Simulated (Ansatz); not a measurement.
in.yaml

```yaml
crystal:
  periodic: [false, false, false]
  atoms:
    - {symbol: C, position_ang: [-0.021597, -0.428556, 0.739421]}
    - {symbol: N, position_ang: [-0.021597, 0.843959, 0.000000]}
    - {symbol: C, position_ang: [-0.021597, -0.428556, -0.739421]}
    - {symbol: H, position_ang: [0.919905, 1.237009, 0.000000]}
    - {symbol: H, position_ang: [-0.938808, -0.636156, 1.280047]}
    - {symbol: H, position_ang: [-0.938808, -0.636156, -1.280047]}
    - {symbol: H, position_ang: [0.886262, -0.739629, 1.249033]}
    - {symbol: H, position_ang: [0.886262, -0.739629, -1.249033]}
basis:
  gaussian: {orbitals: STO-3G}
magnetization: {spin_polarized: false}
correlation: {method: ccsdtq, electrons: outside_noble_gas}
```

```sh
$ ansatz run in.yaml --threads 1 --pin off --events-out ev --progress --plain --max-ram 4096MiB --backend cpu
```

Log:

```
378 factors; integrals over basis functions are off by at most 3.1e-8 eV
mean field evaluation 1: about -3574.4296 eV, gradient 1.6e1 eV
mean field evaluation 2: about -3574.5882 eV, gradient 1.6e1 eV
mean field evaluation 4: about -3575.5294 eV, gradient 1.2e0 eV
mean field evaluation 8: about -3575.5366 eV, gradient 2.3e-6 eV
mean field evaluation 16: about -3575.3841 eV, gradient 3.8e-2 eV
mean field -3575.53656624 eV, -131.3985452237 hartree, gradient 2.8e-6 eV, S^2 0.000000; 0 other end points of the search recorded, 0 dependent functions left out
3 core orbitals not correlated: weight in the atoms' cores, before any rotation towards them, 1.000 or more for the frozen orbitals, at most 0.000 for the correlated occupied ones
reference -3575.53656624 eV, -131.3985452237 hartree; 9, 9 occupied and 8, 8 virtual orbitals, 378 factors
second order -4.21936429 eV of doubles, -0.00000000 eV of singles
cycle   1  -5.06858152 eV  change   -8.5e-1 eV  update   6.7e-2
cycle   2  -5.49528691 eV  change   -4.3e-1 eV  update   2.7e-2
cycle   3  -5.53364811 eV  change   -3.8e-2 eV  update   7.2e-3
cycle   4  -5.54028756 eV  change   -6.6e-3 eV  update   2.7e-3
cycle   5  -5.54068065 eV  change   -3.9e-4 eV  update   8.7e-4
cycle   6  -5.54024948 eV  change    4.3e-4 eV  update   2.8e-4
cycle   7  -5.54019206 eV  change    5.7e-5 eV  update   8.6e-5
cycle   8  -5.54020764 eV  change   -1.6e-5 eV  update   3.4e-5
cycle   9  -5.54021005 eV  change   -2.4e-6 eV  update   9.9e-6
cycle  10  -5.54020437 eV  change    5.7e-6 eV  update   3.3e-6
cycle  11  -5.54020266 eV  change    1.7e-6 eV  update   1.4e-6
Total energy: -3581.07676890 eV, -131.6021439161 hartree
```

Ran on 1 thread of AMD EPYC 7R13, shared host: 19 s wall, 0.45 GiB peak host memory.
